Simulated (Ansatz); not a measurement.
# AlH₄+ (triplet): the correlation ladder at scale of all distances = 1.319, cc-pVDZ

Aim: climb from Hartree-Fock through coupled cluster and multireference methods for AlH₄+ (triplet) at one geometry and basis, and see what each rung misses.

Program: Ansatz 0.2.0, Gaussian basis. Level of theory: cc-pVDZ, core rule «outside noble gas», up to 5 orbitals frozen. These are calculated values, not measurements.

Plan: UHF; CCSD(T) on ROHF; CCSD(T) on UHF; BCCD(T) on ROHF; CISD; CCSDT(Q) on ROHF; CCSDT(Q) on UHF; CASSCF and MRCISD+Q, 4 electrons in 4 orbitals; CASSCF and NEVPT2, 4 electrons in 4 orbitals; CASSCF and MRCISD+Q, 6 electrons in 8 orbitals; CASSCF and NEVPT2, 6 electrons in 8 orbitals; Full CI.

13 further runs of the same task are left out: 12 that didn't finish, 1 set aside as unsound or not needed.

### 1 The geometry

The geometry derives from a PBE0/def2-TZVP stationary point (not a proven minimum). All distances are scaled together.

5 atoms, charge 1, spin multiplicity 3.

Atoms are counted from 1 here; the program's logs count them from 0.

No contacts short enough for the rule that draws bonds.

### 2 UHF

The input, in.yaml:

```yaml
crystal:
  periodic: [false, false, false]
  atoms:
    - {symbol: Al, position_ang: [0.000000, 0.000000, 0.000000]}
    - {symbol: H, position_ang: [0.819336, 1.860356, 0.825583]}
    - {symbol: H, position_ang: [-0.824313, -1.856382, 0.829565]}
    - {symbol: H, position_ang: [-0.830832, 1.851244, -0.834530]}
    - {symbol: H, position_ang: [0.835809, -1.855218, -0.820618]}
basis:
  gaussian: {orbitals: cc-pVDZ}
total_charge: 1
magnetization: {spin_polarized: true, initial_magnetization: 2}
hamiltonian: {xc: hf}
output: {orbitals: {seedname: orbitals}}
```

The run is started by

```sh
$ ansatz run in.yaml --threads 1 --pin off --events-out ev --progress --plain --max-ram 2393MiB
```

Further steps of the session: CCSD(T) on ROHF; CCSD(T) on UHF; BCCD(T) on ROHF; CISD; CCSDT(Q) on ROHF; CCSDT(Q) on UHF; CASSCF and MRCISD+Q, 4 electrons in 4 orbitals; CASSCF and NEVPT2, 4 electrons in 4 orbitals; CASSCF and MRCISD+Q, 6 electrons in 8 orbitals; CASSCF and NEVPT2, 6 electrons in 8 orbitals; Full CI.

Q: Predict the results of all the runs planned. Wanted: FCI below the RHF energy; RMP2 from FCI; UMP2 from FCI; RCCSD from FCI; RCCSD(T) from FCI; UCCSD(T) from FCI; RCCSDT(Q) from FCI; UCCSDT(Q) from FCI; NEVPT2 pair from FCI.

**Answer**, as computed:

```
                         quantity                                                                                  value
         FCI below the RHF energy                                                                             -3.5156 eV
                    RMP2 from FCI                                                                          +125.0 kJ/mol
                    UMP2 from FCI                                                                          +134.7 kJ/mol
                   RCCSD from FCI                                                                           +20.9 kJ/mol
                RCCSD(T) from FCI                                                                            +7.9 kJ/mol
                UCCSD(T) from FCI                                                                            +5.7 kJ/mol
               RCCSDT(Q) from FCI                                                                            +0.1 kJ/mol
               UCCSDT(Q) from FCI                                                                            -0.3 kJ/mol
             NEVPT2 pair from FCI                                                                           +64.1 kJ/mol
           MRCISD+Q pair from FCI                                                                            +1.3 kJ/mol
          NEVPT2 valence from FCI                                                                           +22.1 kJ/mol
levels within 1 kcal/mol (43 meV)  RCCSDT, UCCSDT, RCCSDT(Q), UCCSDT(Q), MRCISD+Q pair, MRCISD valence, MRCISD+Q valence
                    T1 diagnostic                                                                                  0.047
   effectively unpaired electrons                                                                                   2.35
```

**Reading.** RCCSD(T) misses by +7.9 kJ/mol, 2.3 % of the correlation energy. CCSD(T) misses by +7.9 kJ/mol on the restricted determinant and by +5.7 kJ/mol on the unrestricted one; the two need not hold the same state or core. UCCSDT(Q) falls below full CI: unrestricted runs freeze a spin-polarised core, another one than full CI's, and coupled cluster isn't variational. The occupations show some static correlation. Of the multireference levels listed MRCISD+Q pair comes nearest in total energy (+1.3 kJ/mol), which doesn't show that its space is the better one. Coupled cluster took another determinant than the lowest Hartree-Fock one. These misses are within one basis, not against nature; the frozen cores of restricted and unrestricted runs differ, which can shift their rows.
